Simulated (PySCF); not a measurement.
PH, optimised at PBE0/def2-TZVP:

```xyz
2

P      0.0052    -0.5266     0.4824
H     -0.0052     0.5266    -0.4824
```

Energies from PySCF (xtb for GFN2), thermal terms from the rigid-rotor harmonic-oscillator model, ideal gas at 1 bar. 6-31G* has spherical d functions here. Open shells (unrestricted): PH (multiplicity 3). GFN2 has no spin-polarisation term. B3LYP is the form with VWN-RPA correlation.

Question: List the harmonic frequencies (cm⁻¹, unscaled) at this level and at the other levels, each on its own geometry.

Answer: 
- PBE0/def2-TZVP: 2372
- B3LYP/6-31G*: 2350
- GFN2-xTB: 2287
- HF/6-31G*: 2554
- PBE/def2-SVP: 2282
